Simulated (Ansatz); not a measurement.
# CHClN radical: geometry and frequencies at several levels

Aim: geometry and frequencies at several levels, for CHClN radical, with the cost of each level. Spin multiplicity 2.

Method: the levels named in each step, in Ansatz 0.2.0.

**1. Starting point**

Bond lengths: C1–N2 1.136 Å, C1–H4 1.082 Å. Angles: N2–C1–H4 180.0°.

Coordinates:

```xyz
4

C     0.0000    0.0000   -0.7611
N     0.0000    0.0000   -1.8973
Cl    0.0000    0.0000    2.3376
H     0.0000    0.0000    0.3208
```

**2. A rough first relaxation, PBE-D4/def2-SVP**

File input.yaml:

```yaml
crystal:
  periodic: [false, false, false]
  atoms:
    - { symbol: C, position_ang: [0.0, 0.0, -0.76112] }
    - { symbol: "N", position_ang: [0.0, 0.0, -1.89726] }
    - { symbol: Cl, position_ang: [0.0, 0.0, 2.33763] }
    - { symbol: H, position_ang: [0.0, 0.0, 0.32076] }
magnetization:
  spin_polarized: true
  initial_magnetization: 1
basis:
  gaussian: { orbitals: def2-SVP }
hamiltonian:
  xc: pbe
  dispersion: d4
relax:
  f_tol: 0.03
  max_steps: 200
```

Command:

```sh
$ ansatz run input.yaml --threads 2 --pin off --max-ram 5120MiB --backend cpu --events-out ev --progress --plain --runs-dir out
```

Further steps of the session: Relaxation, PBE0-D4/def2-TZVPP; Frequencies, PBE0-D4/def2-TZVPP; Relaxation, PBE-D4/def2-TZVPP; Frequencies, PBE-D4/def2-TZVPP; Relaxation, r2SCAN-D4/def2-TZVPP; Frequencies, r2SCAN-D4/def2-TZVPP; Relaxation, B3LYP-D4/def2-TZVPP; Frequencies, B3LYP-D4/def2-TZVPP; Relaxation, B2PLYP/def2-TZVPP.

Before running it: what results should come out? Wanted: C1–N2 at B2PLYP/def2-TZVPP; frequencies at B3LYP-D4/def2-TZVPP.

The runs gave:

```
                          quantity            value
        C1–N2 at B2PLYP/def2-TZVPP          1.154 Å
frequencies at B3LYP-D4/def2-TZVPP  56 to 3413 cm⁻¹
```

What this shows: The C–N distance spreads over 0.013 Å, from PBE0-D4/def2-TZVPP (shortest) to PBE-D4/def2-TZVPP. No mode is imaginary, so the geometry is a minimum.
